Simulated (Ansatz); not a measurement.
Computed with Ansatz on PBE0-D4/def2-TZVP structures; ΔE is electronic, products minus reactants. CBS: MP2 limit from def2 TZ/QZ plus the TZ coupled-cluster correction, frozen cores. Functionals use def2-TZVPP. B3LYP here is the variant with VWN-RPA as its local correlation; programs differ in this. One conformer a species, not always the lowest.

Reaction (isomerisation): `SC1=NC1` → `N=C1CS1`

(1) Is it downhill or uphill in electronic energy at CCSD(T)/CBS, and by how much? (Best estimate.)

(2) What do these levels give: r2SCAN-D4, B3LYP-D4, CAM-B3LYP-D4, PBE-QIDH, PBE, r2SCANh, r2SCAN0, BHLYP, MP2/def2-SVP, CCSD/def2-SVP, SCS-MP2/def2-TZVPP, HF/def2-QZVPP? (An estimate is asked.)

(3) What do rigid-rotor, harmonic-oscillator terms from PBE0-D4/def2-TZVP frequencies (298.15 K, 1 bar) make of the CCSD(T)/CBS value? (Estimate.)

Largest T1 diagnostic among the species: 0.014.

Results:

(1) Ansatz gave: Downhill: ΔE = -15.5 kcal/mol.

(2) Ansatz gave: r2SCAN-D4 -17.1, B3LYP-D4 -16.3, CAM-B3LYP-D4 -15.3, PBE-QIDH -16.0, PBE -16.9, r2SCANh -17.0, r2SCAN0 -16.8, BHLYP -15.7, MP2/def2-SVP -12.4, CCSD/def2-SVP -12.4, SCS-MP2/def2-TZVPP -14.1, HF/def2-QZVPP -13.7 kcal/mol.

(3) Ansatz gave: ΔZPE = +1.6 kcal/mol, ΔH = -14.2 kcal/mol, ΔS = -8 J/(mol·K), ΔG = -13.7 kcal/mol.

In def2-TZVPP, CCSD(T) changes the Hartree–Fock value by −1.1 kcal/mol (the triples alone add −0.4 kcal/mol) and MP2 by −1.4 kcal/mol. Leaving LDA and LC-ωPBE aside and taking each functional with its dispersion term where it has one, the values, not all of them listed here, spread over 2.5 kcal/mol, from r2SCAN-D4 to ωB97X-V. LDA lies −1.4 kcal/mol from PBE without D4.
